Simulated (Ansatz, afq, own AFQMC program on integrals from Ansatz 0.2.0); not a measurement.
Integrals from Ansatz 0.2.0, then the random walk in our own AFQMC program (afq).

```yaml
crystal:
  periodic: [false, false, false]
  atoms:
    - {symbol: N, position_ang: [-1.226198, 0.319679, -0.355711]}
    - {symbol: Si, position_ang: [-0.181509, -1.054936, -0.430647]}
    - {symbol: N, position_ang: [1.232446, -0.401060, 0.317520]}
    - {symbol: H, position_ang: [-2.168583, 0.266556, -0.724283]}
    - {symbol: H, position_ang: [-1.025704, 1.239046, 0.027807]}
    - {symbol: H, position_ang: [1.369763, 0.535499, 0.687006]}
    - {symbol: H, position_ang: [2.061083, -0.972783, 0.432607]}
basis:
  gaussian: {orbitals: def2-TZVP}
magnetization: {spin_polarized: false}
correlation: {method: ccsd_t, electrons: outside_noble_gas, hamiltonian_folder: ham}
```

```sh
$ ansatz run in.yaml --threads 1 --pin off --events-out ev --progress --plain --max-ram 24576MiB --backend cuda --devices 0, --max-vram 18GiB
```

afq runs on the folder ham with

```
--method phaseless --trial cisd --walkers 2300 --populations 20 --least-time 60 --time-step 0.005 --steps-per-block 50 --equilibration-blocks 28 --max-blocks 4000 --target-error 0.00026 --factor-cut 1e-05 --seed 2378 --release-times 0.24,0.51,0.99,1.5 --release-step 0.03 --release-every 4 --taylor-order 6
```

Times are imaginary, in 1/Eh. The walk had a cap of 374 s. With eight or more populations the least sampling time is a fifth of least-time, and the error comes from their spread.

Log:

```
orbitals 116  electrons 9 9  factors 811 of 814
reference energy -400.25338283 Eh
CCSD correlation -0.54901893 Eh in 11 cycles, weight of the determinant in the CISD state 0.8253
energy of the start -400.802398 Eh
 block  time / (1/Eh)  mean weight  energy / Eh
     1     0.250  0.9998  -400.791421
     2     0.500  0.9999  -400.801088
     3     0.750  0.9998  -400.809749
     4     1.000  0.9999  -400.812905
     5     1.250  1.0004  -400.819178
     9     2.250  1.0002  -400.821923
    15     3.750  1.0003  -400.824688
    23     5.750  0.9998  -400.825119
    31     7.750  0.9999  -400.823981
    39     9.750  1.0002  -400.824823
    47    11.750  1.0004  -400.827052
    55    13.750  1.0006  -400.821290
    63    15.750  0.9999  -400.826774
    71    17.750  1.0000  -400.823688
    79    19.750  1.0000  -400.823597
    87    21.750  1.0000  -400.825083
    89    22.250  0.9998  -400.829796
    95    23.750  0.9994  -400.825329
   103    25.750  1.0003  -400.828074
   107    26.750  1.0000  -400.825259
error from the spread of 20 populations
released: time / (1/Eh)  energy / Eh  error  mean overlap
  0.24  -400.825617  0.000325  0.9977
  0.51  -400.825428  0.000326  0.9981
  0.99  -400.826285  0.000500  0.9787
  1.50  -400.825805  0.000540  0.9712
energy -400.825446 +/- 0.000296 Eh
(rows thinned)
```

The run passed its tests (sampling time, drift between the halves within three errors, error under three times the target), which doesn't prove that it has relaxed, ending at its cap on processor time.

Against this walk (error 8.1 meV) on the same determinant: CCSD(T) 40.3 meV higher. The error is statistical and leaves out the bias of the constraint. Released to 1.50 1/Eh the energy moves by -10 ± 17 meV (both errors), within twice the noise.

Cautions: constraint bias not in the error; error above the target (8.1 against 7.1 meV).

The walk took 6.3 min on 1 × NVIDIA H100 80GB HBM3 with 2 threads of AMD EPYC 7R13 Processor (Zen 3), with other jobs on the host (the card was shared). The log's last line is the phaseless energy.
